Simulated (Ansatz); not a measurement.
We consider litharge SnO, described by PBE in Ansatz (plane waves, PAW).

Run with plane-wave cutoff 500 eV, 10×10×8 k mesh (along the axes of the cell as run), Fermi–Dirac smearing 0.05 eV, scalar-relativistic PAW data made under PBE.

Computed at the level's own relaxed cell.

### Question
What does this level give for the volume per atom, equilibrium lattice constant a and c axis length?

### Answer

* **volume per atom**: 18.96 Å³/atom
* **equilibrium lattice constant a**: 3.867 Å
* **c axis length**: 5.072 Å

Measured, for comparison: lattice constant a 3.801 Å, lattice parameter c 4.835 Å (temperature not stated, no zero-point or thermal correction; as tabulated in Electronic properties of the Sn1−xPbxO alloy and band alignment of the SnO/PbO …). Computed (rounded) less measured: lattice constant a +1.7 %, lattice parameter c +4.9 %.

Note: the cell comes from a level without a dispersion term, which matters for the spacing of layers, chains or molecules; the cell has widely spaced layers and the level no dispersion term, so their spacing and the moduli can rest on weak binding.

Spin–orbit coupling is not included.

The computed numbers hold no vibrational or temperature effects.

Computing time: about 40 core-seconds (a rough figure).

Ansatz is a first-principles code.
